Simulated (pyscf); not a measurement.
**Four-centre exchange: HN=Si: [singlet] + HCl -> HN=Si: [singlet] + HCl**

Gas phase, singlet surface, charge 0. Bonds broken: N1–H5, H3–Cl4. Bonds formed: N1–H3, Cl4–H5. Optimised with ωB97X-D3(BJ)/def2-SVP in PySCF. Correlated levels are frozen-core, on RHF or UHF. ΔMP2 is the change of the MP2 total energy from the triple- to the quadruple-zeta basis.

Transition state (Å):

```xyz
5

N      0.4375     0.3345    -0.4401
Si     1.9425     0.8883    -0.5659
H     -0.4298     0.4984     0.1862
Cl    -2.0848    -0.5936    -0.2290
H     -0.1997    -0.3831    -0.9404
```

One imaginary mode, 781i cm⁻¹; descent along it reached the two sides named, in the forms told below.

| bond | change | reactant side (Å) | saddle | product side |
|---|---|---|---|---|
| N1–H5 | breaks | 1.008 | 1.082 | 2.107 |
| H3–Cl4 | breaks | 1.296 | 2.026 | 3.6 |
| N1–H3 | forms | 2.107 | 1.082 | 1.008 |
| Cl4–H5 | forms | 3.6 | 2.026 | 1.296 |

Electronic energies relative to the separated reactants (kcal/mol):

```tsv
level	barrier	reaction energy	reverse barrier
ωB97X-D3(BJ)/def2-TZVP	29.1	0.0	29.1
PBE/def2-TZVP	21.6	0.0	21.6
r²SCAN/def2-TZVP	24.1	0.0	24.1
B3LYP-D3(BJ)/def2-TZVP	24.4	0.0	24.4
PBE0-D3(BJ)/def2-TZVP	24.5	0.0	24.5
M06-2X/def2-TZVP	27.6	0.0	27.6
ωB97M-D3(BJ)/def2-TZVP	28.4	0.0	28.4
HF/def2-TZVP	34.1	0.0	34.1
MP2/def2-QZVPP	32.1	0.0	32.1
CCSD/def2-TZVPP	34.0	0.0	34.0
CCSD(T)/def2-TZVPP	33.9	0.0	33.9
CCSD(T)/def2-TZVPP + ΔMP2(QZVPP)	32.1	0.0	32.1
```

With CCSD(T)/def2-TZVPP + ΔMP2(QZVPP) energies and thermal terms (ideal gas, 1 atm, RRHO with modes under 100 cm⁻¹ raised to 100, one conformer, R ln 2 for chiral ones without a mode under 150 cm⁻¹), in kcal/mol:

| T (K) | ΔH‡ | ΔG‡ | ΔH | ΔG |
|---|---|---|---|---|
| 298 | 31.1 | 39.5 | 0.0 | 0.0 |
| 600 | 30.7 | 48.2 | 0.0 | 0.0 |
| 900 | 30.6 | 56.9 | 0.0 | 0.0 |
| 1200 | 30.7 | 65.7 | 0.0 | 0.0 |

On the reactant side the descent ends in a complex, 4.8 kcal/mol under the separated species and 33.9 kcal/mol under the saddle at ωB97X-D3(BJ)/def2-TZVP. On the product side the descent ends in a complex, 4.8 kcal/mol under the separated species and 33.9 kcal/mol under the saddle at ωB97X-D3(BJ)/def2-TZVP. The same reactants have a lower exit, to H₂N–Si:–Cl [singlet] (barrier +4.0 kcal/mol at ωB97M-D3(BJ), against +28.4 kcal/mol here). One saddle was located; it need not be the lowest between these sides. The CCSD(T) − MP2 part came from Ansatz, without density fitting, on the same reference.
